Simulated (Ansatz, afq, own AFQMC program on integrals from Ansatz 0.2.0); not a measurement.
Two steps: Ansatz 0.2.0 writes the Fock matrix and Cholesky factors of the valence space, and afq projects on them the lowest state that overlaps trial and start.

```yaml
crystal:
  periodic: [false, false, false]
  atoms:
    - {symbol: N, position_ang: [0.000000, -0.069407, 0.502406]}
    - {symbol: Be, position_ang: [0.000000, -0.123120, -0.833514]}
    - {symbol: H, position_ang: [0.000000, 0.737693, 1.132402]}
    - {symbol: H, position_ang: [0.000000, 1.327648, -0.661416]}
basis:
  gaussian: {orbitals: cc-pVDZ}
magnetization: {spin_polarized: true, initial_magnetization: 3}
correlation: {method: ccsd_t, electrons: outside_noble_gas, hamiltonian_folder: ham}
```

```sh
$ ansatz run in.yaml --threads 1 --pin off --events-out ev --progress --plain --max-ram 1382MiB
```

afq runs on the folder ham with

```
--method free --trial cisd --walkers 60 --time-step 0.03 --max-blocks 80 --target-error 0.00036 --factor-cut 1e-05 --seed 2182 --times 0,0.3,0.6,1.2,1.8,2.4,3.6,4.8,6 --taylor-order 8
```

Times are imaginary, in 1/Eh. The walk had a cap of 1002 s.

Output of the walk:

```
orbitals 36  electrons 6 3  factors 282 of 352
reference energy -70.05317419 Eh
CCSD correlation -0.18479627 Eh in 11 cycles, weight of the determinant in the CISD state 0.9187
repeat  energy at the last time / Eh  error
    10  -70.243303  0.002179
    20  -70.242925  0.001323
    30  -70.243425  0.000994
    40  -70.243688  0.000843
    50  -70.243680  0.000705
    60  -70.243559  0.000659
    70  -70.243580  0.000576
    80  -70.243683  0.000516
time / (1/Eh)  energy / Eh  error  mean overlap
  0.00  -70.238153  0.000114  1.0893
  0.30  -70.241333  0.000159  1.0956
  0.60  -70.242353  0.000174  1.0979
  1.20  -70.242960  0.000202  1.0999
  1.80  -70.243161  0.000259  1.0923
  2.40  -70.243211  0.000295  1.1028
  3.60  -70.243825  0.000364  1.1064
  4.80  -70.243733  0.000498  1.0537
  6.00  -70.243683  0.000516  1.0221
energy -70.243683 +/- 0.000516 Eh
```

The run passed its tests (error under three times the target), which doesn't prove that it has relaxed.

Against this walk (error 14.0 meV) on the same determinant: CCSD(T) 37.4 meV higher, CCSDT(Q) 7.6 meV higher (within the noise). The error is statistical, and a free projection of finite length keeps a remainder of its start.

Cautions: remainder of the start not in the error; error above the target (14.0 against 9.8 meV); lower spins were not checked.

The walk took 4.2 min on 1 thread of AMD EPYC 7R32 (Zen 2), on a shared host. The log's last line is the free-projection energy.

CCSDT and higher add their correlation energy to the determinant of the CCSD(T) run, since their own runs factorise the integrals more tightly (a shift of under 2 meV). A walk keeps the symmetry of its determinant, which the program's search chose and which needn't be the lowest solution, so a lower state of the same spin and another symmetry isn't excluded.
